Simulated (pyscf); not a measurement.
H₃C–InH₂ (SMILES [CH3][InH2]) + H₂S (SMILES S) -> H₃C–InH₂ (SMILES [CH3][InH2]) + H₂S (SMILES S) (four-centre exchange; singlet surface; H–In, H–S broken, H–In, H–S formed). Single points on ωB97X-D3(BJ)/def2-SVP structures (PySCF, gas phase). MP2 and CC: frozen core, UHF for open shells. ΔMP2 is the change of the MP2 total energy from the triple- to the quadruple-zeta basis. Energies in kJ/mol from the separated reactants.

```json
[
 {"level": "ωB97X-D3(BJ)/def2-TZVP", "barrier": "(withheld)", "reaction energy": "0.0"},
 {"level": "PBE/def2-TZVP", "barrier": "189.0", "reaction energy": "0.0"},
 {"level": "PBE0-D3(BJ)/def2-TZVP", "barrier": "202.6", "reaction energy": "0.0"},
 {"level": "M06-2X/def2-TZVP", "barrier": "223.2", "reaction energy": "0.0"},
 {"level": "ωB97M-D3(BJ)/def2-TZVP", "barrier": "234.1", "reaction energy": "0.0"},
 {"level": "CCSD/def2-TZVPP", "barrier": "246.4", "reaction energy": "0.0"},
 {"level": "CCSD(T)/def2-TZVPP + ΔMP2(QZVPP)", "barrier": "(withheld)", "reaction energy": "0.0"}
]
```

Fill in the missing entries.


- ωB97X-D3(BJ)/def2-TZVP, barrier: 215.9
- CCSD(T)/def2-TZVPP + ΔMP2(QZVPP), barrier: 225.2

On the reactant side the descent ends in an adduct with a In–S contact, 52.5 kJ/mol under the separated species and 268.4 kJ/mol under the saddle at ωB97X-D3(BJ)/def2-TZVP. On the product side the descent ends in an adduct with a In–S contact, 52.5 kJ/mol under the separated species and 268.4 kJ/mol under the saddle at ωB97X-D3(BJ)/def2-TZVP. The same reactants have a lower exit, to H₃C–InH–SH + H₂ (barrier +40.2 kJ/mol at ωB97M-D3(BJ)/def2-TZVP, against +234.1 kJ/mol here). This is the saddle that the search found; another between the same sides may lie lower. The CCSD(T) − MP2 part came from Ansatz, without density fitting, on the same reference. The frozen core leaves the outer d or s,p core shells of the metals and heavy elements correlated in the MP2 and CC values, and def2-TZVPP describes them poorly, which can shift differences by a few kcal/mol. Elements past Kr carry the def2 core potentials, without spin-orbit coupling.
